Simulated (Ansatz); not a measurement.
# Structure relaxation of Ni2F

These are results of Ansatz 0.2.0, DFT PBE, scalar-relativistic, plane waves, PAW, not measurements. Cutoff 420 eV, Γ-centred k mesh, Gaussian smearing, collinear spin, first started from parallel moments.

Ni2F was placed on the Cu2Sb structure type (P4/nmm, No. 129), with F in place of Sb, Ni in place of Cu, at a guessed volume.

```
Ni F
1.0
     3.31581    0.00000    0.00000
     0.00000    3.31581    0.00000
     0.00000    0.00000    5.05926
Ni F
4 2
Cartesian
  0.0000 0.0000 0.0000
  1.6579 1.6579 0.0000
  0.0000 1.6579 1.3660
  1.6579 0.0000 3.6933
  0.0000 1.6579 3.5415
  1.6579 0.0000 1.5178
```

Steps on the 6×6×4 mesh (6 atoms). 12 of 15 steps are shown, and the free energy counts from the last. Trial steps that were taken back and renewals of the plane-wave basis can be among the rows.

```
step  ΔF (meV/atom) V (Å³/atom) P (GPa) largest force component (eV/Å)
   1          731.4         9.27    63.69                           4.002
   2          350.3        10.39    26.25                           2.254
   4           72.2        11.74    -3.10                           0.486
   5           63.8        11.72    -2.73                           0.088
   6           66.9        11.30     4.77                           0.368
   7           61.6        11.54    -0.08                           0.019
   9           18.5        11.51     5.49                           0.050
  10            4.5        11.77     1.61                           0.072
  11            2.3        11.87    -0.55                           0.016
  12            2.0        11.82    -0.07                           0.015
  14            0.0        11.80    -0.03                           0.018
  15            0.0        11.80    -0.03                           0.017
```

A final relaxation ran on a 12×12×6 mesh. The relaxed crystal, P4/nmm (No. 129):

Space group P4/nmm:1 (No. 129). a = 3.374 Å, b = 3.374 Å, c = 6.213 Å, α = 90.00°, β = 90.00°, γ = 90.00°
```json
{"atom": "Ni", "site": "2a", "symmetry": "-4m2", "x": "0.0000", "y": "0.0000", "z": "0.0000"}
{"atom": "Ni", "site": "2c", "symmetry": "4mm", "x": "0.0000", "y": "0.5000", "z": "0.2760"}
{"atom": "F", "site": "2c", "symmetry": "4mm", "x": "0.0000", "y": "0.5000", "z": "0.5904"}
```

```
Volume per atom          : 11.79 Å³
Density                  : 6.40 g/cm³
Energy over the elements : -0.27 eV/atom
Gap on the 12×12×6 mesh  : 0 eV (a metal)
Net moment per atom      : 0.68 μB
Largest site moment      : 1.14 μB
```

The zero of energy is the elements' standard structures at the same level (F₂ as a molecule); no fitted shifts are applied.

The final run used a 12×12×6 mesh on its 6-atom cell and 0.10 eV smearing. The k mesh leaves about 4 meV/atom of noise in metals.

A structure relaxed within its symmetry needn't be a true minimum.

Cost: 3 runs of about 15 core-minutes in all, on Arm Neoverse V2 (shared hosts).